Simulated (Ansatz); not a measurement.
An Ansatz input:

```yaml
crystal:
  lattice:
    - [12.0, 0.0, 0.0]
    - [0.0, 12.3, 0.0]
    - [0.0, 0.0, 12.6]
  atoms:
    - { symbol: O, position: [0.5, 0.5, 0.4514667749], spin: 0.561, spin_axis: [0, 0, 1] }
    - { symbol: O, position: [0.5, 0.5, 0.5485332251], spin: 0.561, spin_axis: [0, 0, 1] }
hamiltonian:
  xc: revpbe
  pseudopotentials:
    kind: paw_fr
    azcp:
      O: "pseudopotentials/O.paw.azcp"
basis:
  ecutwfc: 420
  fft_grid_basis: typed
kpoints:
  mp_grid: { grid: [1, 1, 1], shift: [0, 0, 0] }
magnetization:
  noncollinear: true
  spin_orbit: true
scf:
  occupations: { method: fermi_dirac, width: 0.01 }
```

and its output:

```
Engine: ansatz 0.2.0, aarch64-unknown-linux-gnu
Pseudopotentials: kind: paw_fr
Pseudopotential: O, paw_fr, valence charge 6, recommended cutoff 420 eV (normal) 
Functional definition: revPBE
  parameter kappa = 1.245
  parameter beta = 0.06672455060314922
  exchange = pbe_x(kappa = kappa, mu = beta*pi^2/3)
  correlation = pbe_c(beta = beta)
Crystal: 2 atoms, lattice volume = 1859.760 Å³
Basis set: ecut = 420 eV, 36331 PW (Γ)
Bands: 20, of which v1, the nominal top of the filled ones, is band 12 counted from 1 (11 counted from 0)
Symmetry: 4 space group operations + 4 with time reversal
Magnetic group: BNS 47.252 (UNI 350), of the structure as read, at distance tolerance 1.2e-4 Å
k-points: 1
Projection manifold: j_resolved (fully-relativistic pseudo-atomic orbitals)
Non-local potential: O, projectors of the file, l = 0: 2, l = 1: 4, l = 2: 2
PAW form: soft (Blöchl's): semilocal exchange-correlation on the pseudo side does not see the compensation charge
PAW frozen core: O, regenerated for the run's functional, and the local potential with it (the file was generated under x = pbe(κ = 0.804, μ = 0.2195149727645171), c = pbe(β = 0.06672455060314922))
PAW one-centre angular grid: O, 110 points (default); XC on 64 Gauss nodes
Initial density: superposition of atomic densities (neutral atoms: chi_scale 0, normalization atom)
Starting moments: Σ|m| = 1.122 μB on 2 of 2 sites
Initial wavefunctions: pseudopotential atomic-orbital guess
Functional: x = revpbe(κ = 1.245, μ = 0.2195149727645171), c = pbe(β = 0.06672455060314922)
SCF iter   1: F=—  HF=-1132.552230 eV  |F-HF|=—  |Δ(HF+E_count)|=         —  Δρ=1.53e-2  dr2=5.74e-1  dr2_m=9.97e-1  ethr=3.10e-3  |M|=2.00e0 ∫|m|=2.01e0 μB  |m|>n=4.2e-1 m-floor=4.2e-1 τ_xc=6.1e-16 mc-row=4.2e-1  β_m=1.00  ⟨swp⟩=13.0  Hψ=182  notcnv=0
spin=Noncollinear: Resta preconditioning applied to the charge; magnetization (m_x, m_y, m_z) channels mix plain (no charge-response kernel on spin).
SCF iter   2: F=—  HF=-1132.700188 eV  |F-HF|=—  |Δ(HF+E_count)|=   1.48e-1  Δρ=5.46e-3  dr2=1.79e-1  dr2_m=1.98e-2  ethr=3.10e-3  |M|=2.00e0 ∫|m|=2.04e0 μB  |m|>n=7.8e-1 m-floor=7.8e-1 τ_xc=3.6e-4 mc-row=7.8e-1 uncertified=65946  β_m=1.00  ⟨swp⟩=2.0  Hψ=41  notcnv=0  defer=2
SCF iter   3: F=—  HF=-1132.751817 eV  |F-HF|=—  |Δ(HF+E_count)|=   5.16e-2  Δρ=1.34e-3  dr2=5.62e-3  dr2_m=7.63e-4  ethr=1.49e-3  |M|=2.00e0 ∫|m|=2.05e0 μB  |m|>n=8.1e-1 m-floor=8.1e-1 τ_xc=5.7e-4 mc-row=8.1e-1 uncertified=47736  β_m=1.00  ⟨swp⟩=2.0  Hψ=30  notcnv=0  defer=4
SCF iter   4: F=—  HF=-1132.819931 eV  |F-HF|=—  |Δ(HF+E_count)|=   6.81e-2  Δρ=3.63e-4  dr2=5.25e-4  dr2_m=1.08e-4  ethr=4.69e-5  |M|=2.00e0 ∫|m|=2.05e0 μB  |m|>n=8.2e-1 m-floor=8.2e-1 τ_xc=6.6e-4 mc-row=8.2e-1 uncertified=32208  β_m=1.00  ⟨swp⟩=4.0  Hψ=42  notcnv=0  defer=4
SCF iter   5: F=—  HF=-1132.856274 eV  |F-HF|=—  |Δ(HF+E_count)|=   3.63e-2  Δρ=1.12e-4  dr2=1.00e-4  dr2_m=2.89e-5  ethr=4.38e-6  |M|=2.00e0 ∫|m|=2.05e0 μB  |m|>n=8.1e-1 m-floor=8.1e-1 τ_xc=6.7e-4 mc-row=8.1e-1 uncertified=24754  β_m=0.30  ⟨swp⟩=3.0  Hψ=35  notcnv=0  defer=4
Mixer restart at iter 5: flushing history
spin-set hold released at iteration 5 (site moments contracting): the magnetisation degrees of freedom join the quasi-Newton model from the next iteration; the mixer history was flushed
SCF iter   6: F=—  HF=-1132.875575 eV  |F-HF|=—  |Δ(HF+E_count)|=   1.93e-2  Δρ=9.58e-5  dr2=3.89e-5  dr2_m=3.93e-5  ethr=8.34e-7  |M|=2.00e0 ∫|m|=2.05e0 μB  |m|>n=7.9e-1 m-floor=7.9e-1 τ_xc=6.7e-4 mc-row=7.9e-1 uncertified=26452  β_m=0.65  ⟨swp⟩=2.0  Hψ=32  notcnv=0  defer=4
SCF iter   7: F=—  HF=-1132.895250 eV  |F-HF|=—  |Δ(HF+E_count)|=   1.97e-2  Δρ=6.26e-5  dr2=4.86e-7  dr2_m=1.67e-5  ethr=3.24e-7  |M|=2.00e0 ∫|m|=2.05e0 μB  |m|>n=5.4e-1 m-floor=5.4e-1 τ_xc=7.1e-4 mc-row=5.4e-1 uncertified=31476  β_m=0.82  ⟨swp⟩=5.0  Hψ=52  notcnv=0  defer=4
SCF iter   8: F=—  HF=-1132.895261 eV  |F-HF|=—  |Δ(HF+E_count)|=   1.09e-5  Δρ=1.69e-5  dr2=7.47e-8  dr2_m=1.22e-6  ethr=8.33e-10  |M|=2.00e0 ∫|m|=2.05e0 μB  |m|>n=3.4e-1 m-floor=3.5e-1 τ_xc=7.2e-4 mc-row=3.5e-1 uncertified=18596  β_m=0.91  ⟨swp⟩=3.0  Hψ=48  notcnv=0
SCF iter   9: F=—  HF=-1132.895262 eV  |F-HF|=—  |Δ(HF+E_count)|=   8.65e-7  Δρ=3.26e-6  dr2=1.26e-7  dr2_m=6.27e-10  ethr=6.23e-10  |M|=2.00e0 ∫|m|=2.05e0 μB  |m|>n=2.5e-1 m-floor=2.5e-1 τ_xc=7.3e-4 mc-row=2.5e-1 uncertified=4492  β_m=0.78  ⟨swp⟩=3.0  Hψ=45  notcnv=0
SCF iter  10: F=-1132.895262 eV  HF=-1132.895262 eV  |F-HF|=2.92e-9  |Δ(HF+E_count)|=   5.06e-8  Δρ=5.42e-7  dr2=4.02e-9  dr2_m=1.09e-9  ethr=6.23e-10  |M|=2.00e0 ∫|m|=2.05e0 μB  |m|>n=2.5e-1 m-floor=2.5e-1 τ_xc=7.3e-4 mc-row=2.5e-1 uncertified=4578  ⟨swp⟩=1.0  Hψ=52  notcnv=0
SCF 1 converged in 10 iterations: F = -1132.895262 eV  dr2 = 4.02e-9
SCF converged after 10 iterations
Magnetization: |M| = 1.9999 μB,  M = (-0.0000, +0.0000, +1.9999) μB
Absolute magnetization: 2.0544 μB (∫|m|, with the PAW one-centre terms)
  site 0: m = (-0.0000, +0.0000, +0.5614) μB, |m| = 0.5614 μB  (R = 0.50 Å)
  site 1: m = (-0.0000, -0.0000, +0.5614) μB, |m| = 0.5614 μB  (R = 0.50 Å)
Free energy (F): -1132.895262 eV
Harris-Foulkes:  -1132.895262 eV  (|F-HF|=2.92e-9)
Internal energy: -1132.895262 eV  (E = F + TS)
E sigma→0 (E₀):  -1132.895262 eV
Fermi energy:    -5.602233 eV
--- Per-component energies (eV) ---
  E_band       = -191.682182
  E_kinetic    = 341.343559
  E_local      = -2213.242637  (includes V_loc(G=0)·N_el)
  E_nonlocal   = 96.522080
  E_hartree    = 917.789744
  E_xc         = -144.083257
  E_vxc        = -182.725970  (∫ρ·V_xc dr)
  E_paw        = -316.780288  (= ΣΔE_a)
  E_vpaw       = -69.160671  (= ΣTr[D̂ρ^β])
  E_aug_tail   = 0.004653  (compensation charges beyond the density's cutoff)
  E_ewald      = 185.581845
  E_core_change = -0.030961  (= ΣΔE_core)
  E_smearing   = -0.000000  (= −TS)
  E_closure    = 0.000000  (closes the sum)
  Σ components = -1132.895262   (vs F -1132.895262, Δ=0.00e0)
```
